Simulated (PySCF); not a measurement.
Relaxation of singlet H₂SiO

Computed with PySCF, PBE0, basis Si def2-TZVP, O def2-TZVP, H def2-TZVP (no relativity, density fitting). A (50,194) grid was used.

A hand-made T-shaped (ligand arrangement 2) start, of C2v symmetry, held to at least that symmetry:

```xyz
4
charge 0 multiplicity 1, angstrom
Si    0.0000    0.0000   -0.5727
O     0.0000    0.0000    1.0673
H     1.4791    0.0000   -0.5210
H    -1.4791    0.0000   -0.5210
```

(1) What forces act on the atoms at the start (eV/Å)?

(2) What does it relax to?

(3) How much energy is released, and in how many steps?

## Answers

(1) 
| atom | Fx | Fy | Fz |
| --- | --- | --- | --- |
| Si1 | 0.00 | 0.00 | 7.15 |
| O2 | 0.00 | 0.00 | -2.96 |
| H3 | 0.23 | 0.00 | -2.09 |
| H4 | -0.23 | 0.00 | -2.09 |

(2) It ends at C2v with Si–H 1.486 Å (×2), Si–O 1.516 Å; H–Si–H 111.9°, H–Si–O 124.0° (×2). A frequency run shows a minimum. Other isomers or separated fragments may lie lower.

(3) 250.7 kJ/mol in 7 steps.

The relaxation took of the order of 13 core-seconds on a shared host.
